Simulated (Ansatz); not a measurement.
Reaction: C2H7N (N-methylmethanamine, SMILES CNC) → C2H7N (ethanamine, SMILES CCN)
Each species at its own B3LYP-D3(BJ)/def2-TZVP minimum (Ansatz, an electronic-structure program), one conformer.

Wanted: isomerisation energy (electronic), in kcal/mol. Open shells are spin-unrestricted; no spin-orbit coupling. CBS(X,Y): correlation extrapolated as X^-3, Hartree-Fock from the larger set. A bracket is a step between two methods taken in the basis named. Functionals run without relativity, which enters their misses. Double hybrids freeze cores in their MP2 part. '+ core + X2C': CCSD(T) terms for core correlation (cc-pwCVTZ) and scalar relativity (cc-pVTZ-DK).

CCSD(T)/CBS(cc-pVTZ,cc-pVQZ) + [CCSDT(Q) - CCSD(T)]/cc-pVDZ + core + X2C (Ansatz) gives -8.3 kcal/mol.

Question: How far off this value is PBE/def2-TZVPD (Ansatz), in which direction, and which of these levels come nearer: r2SCAN/def2-TZVPD, B3LYP/def2-TZVPD, PBE0/def2-TZVPD, B2PLYP/def2-TZVPD, CCSD(T)/CBS(cc-pVTZ,cc-pVQZ) + core + X2C?

Answer: PBE gives -7.6 kcal/mol, 0.7 kcal/mol above it. Differences of the others: r2SCAN/def2-TZVPD (Ansatz) 0.5; B3LYP/def2-TZVPD (Ansatz) 1.1; PBE0/def2-TZVPD (Ansatz) 0.6; B2PLYP/def2-TZVPD (Ansatz) 0.8; CCSD(T)/CBS(cc-pVTZ,cc-pVQZ) + core + X2C (Ansatz) 0.0 kcal/mol. Nearer than PBE: r2SCAN/def2-TZVPD, PBE0/def2-TZVPD, CCSD(T)/CBS(cc-pVTZ,cc-pVQZ) + core + X2C.
